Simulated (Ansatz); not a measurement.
Process, species as SMILES: C1CC1 → [CH]1CC1 + H atom (the C-H bond breaks)

Quantity: bond dissociation energy (electronic), in kcal/mol. Terms: 6-31G* and kin with 6d, 5d where marked; non-relativistic; frozen cores in correlated levels; spin-orbit terms left out; 6-311+G** with 5d; LANL2DZ all-electron up to Ne; UHF or UKS for open shells. Basis-set limits of correlation are two-point, X^-3; Hartree-Fock from the larger set. [CCSD(T)-MP2]/basis is that difference in the basis named. Ab initio and DFT rows: single points at B3LYP-D3(BJ) geometries (Ansatz, a first-principles code).

Coupled cluster (Ansatz) is a level with limits of its own, used here on species with T1 under 0.025 (0.045 for open shells) and stable references: RI-MP2/CBS(cc-pVTZ,cc-pVQZ)+[CCSD(T)-MP2]/cc-pVTZ.

Value to compare with, RI-MP2/CBS(cc-pVTZ,cc-pVQZ)+[CCSD(T)-MP2]/cc-pVTZ (Ansatz): 116.9 kcal/mol.

| level | program | bond dissociation energy (electronic) (kcal/mol) | difference |
|---|---|---|---|
| MP2/STO-3G | Ansatz | 128.0 | 11.1 |
| MP2/3-21G | Ansatz | 107.8 | -9.1 |
| MP2/LANL2DZ | Ansatz | 106.5 | -10.4 |
| MP2/6-31G* | Ansatz | 108.3 | -8.6 |
| MP2/6-311+G** | Ansatz | 112.9 | -4.0 |

Among the 5 habitual levels, MP2/STO-3G lies farthest from RI-MP2/CBS(cc-pVTZ,cc-pVQZ)+[CCSD(T)-MP2]/cc-pVTZ (Ansatz) (11.1 kcal/mol) and MP2/6-311+G** nearest (-4.0); 1 of 5 lie above it, and their mean absolute difference is 8.6 kcal/mol, the median 9.1. One case shows no general order.

The sets are all those run for this method; runs whose electronic state is in doubt are left out.
